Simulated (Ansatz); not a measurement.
Input for Ansatz (development build ahead of 0.2.0):

```yaml
crystal:
  periodic: [false, false, false]
  atoms:
    - { symbol: B, position_ang: [-0.2317, 0.7886, 0.26377] }
    - { symbol: H, position_ang: [3.00991, -9.74366, -3.22398] }
    - { symbol: H, position_ang: [0.86689, 0.30558, -0.09327] }
    - { symbol: H, position_ang: [-0.65923, 0.37355, 1.31841] }
    - { symbol: H, position_ang: [-0.97778, 0.79819, -0.63252] }
basis:
  gaussian: { orbitals: def2-SVP }
magnetization:
  spin_polarized: true
  initial_magnetization: 1
hamiltonian:
  xc: pbe0
output:
  forces: true
```

The input is written out in the form of the current development build from the run's settings.

Results

```json
{
 "Converged": "yes",
 "Total energy": "-27.01460 hartree",
 "Spin squared of the determinant": "0.750",
 "Stability test": "minimum"
}
```

Forces (eV/Å):
```json
{"atom": "B1", "Fx": "0.947", "Fy": "-3.509", "Fz": "-0.154"}
{"atom": "H2", "Fx": "0.000", "Fy": "0.000", "Fz": "0.000"}
{"atom": "H3", "Fx": "-0.244", "Fy": "1.265", "Fz": "0.545"}
{"atom": "H4", "Fx": "0.150", "Fy": "1.044", "Fz": "0.378"}
{"atom": "H5", "Fx": "-0.854", "Fy": "1.201", "Fz": "-0.769"}
```

Caution: charge can spread falsely over distant fragments.
